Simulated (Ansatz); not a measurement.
Worked example: Al2⁺, sextet against Al2⁺, quartet

Geometry (PBE0/def2-TZVP stationary point of a quartet), kept for both states (Al2⁺, quartet: Πg; Al2⁺, sextet: Σu⁻u):

```xyz
2

Al    0.0000    0.0000    0.0000
Al    0.0000    0.0000    2.5086
```

Basis cc-pVTZ; Ansatz 0.2.0. Correlated methods freeze the noble-gas cores. R marks a restricted (for open shells ROHF) determinant, U an unrestricted one.

Full CI isn't at hand for all of this; UCCSDT(Q) serves as the reference, and is uncertain by the last step of the cluster series or more.

```json
{"level": "UHF", "E(Al2⁺, quartet) (hartree)": "-483.521087", "E(Al2⁺, sextet) (hartree)": "-483.409125"}
{"level": "UMP2", "E(Al2⁺, quartet) (hartree)": "-483.577468", "E(Al2⁺, sextet) (hartree)": "-483.437003"}
{"level": "UCCSD(T)", "E(Al2⁺, quartet) (hartree)": "-483.599465", "E(Al2⁺, sextet) (hartree)": "-483.450700"}
{"level": "PBE", "E(Al2⁺, quartet) (hartree)": "-484.202956", "E(Al2⁺, sextet) (hartree)": "-484.043381"}
{"level": "UCCSDT(Q)", "E(Al2⁺, quartet) (hartree)": "-483.600905", "E(Al2⁺, sextet) (hartree)": "-483.451296"}
```

Problem. Give the vertical gap, Al2⁺ sextet less Al2⁺ quartet, at each level in eV (1 hartree = 27.2114 eV), and each error against UCCSDT(Q).

Solution. UCCSDT(Q): (-483.451296 − (-483.600905)) × 27.2114 = 4.071 eV (the reference)
PBE: (-484.043381 − (-484.202956)) × 27.2114 = 4.342 eV, error 0.271 eV
UCCSD(T): (-483.450700 − (-483.599465)) × 27.2114 = 4.048 eV, error -0.023 eV
UMP2: (-483.437003 − (-483.577468)) × 27.2114 = 3.822 eV, error -0.249 eV
UHF: (-483.409125 − (-483.521087)) × 27.2114 = 3.047 eV, error -1.024 eV

Total energies of functionals can't be set beside those of wave-function methods, since they hold the core's correlation and their own absolute errors; only the differences compare.

Each level lands on the state that its own search finds. T1 diagnostics of restricted CCSD: 0.029 and 0.014.
